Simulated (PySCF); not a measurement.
Homolysis of single bonds, series Ga SH-H. Gas-phase values, no solvent. One relaxed conformer stands for each flexible species; it need not be the lowest. Strings in code marks are SMILES.

The dipole moment from two functionals at the same geometries (PBE0-D4/def2-TZVP), both in PySCF: PBE-D3(BJ)/def2-TZVP and PBE0-D4/def2-TZVP. 

```json
[
 {"species": "radical fragment (`[SH]`)", "PBE-D3(BJ)/def2-TZVP (D)": "0.87"},
 {"species": "radical fragment (`[GaH2]`)", "PBE-D3(BJ)/def2-TZVP (D)": "0.21"},
 {"species": "whole molecule (`[GaH3]`)", "PBE-D3(BJ)/def2-TZVP (D)": "0.00"}
]
```

Question: What does PBE0-D4/def2-TZVP give for each?

Answer: 
- radical fragment (`[SH]`): 0.90
- radical fragment (`[GaH2]`): 0.25
- whole molecule (`[GaH3]`): 0.00
Over these rows, drawn at random from the members with no instability flagged (it was tested for open shells, ions and some series alone), PBE minus PBE0-D4: mean -0.02 D, from -0.04 D to 0.00 D.
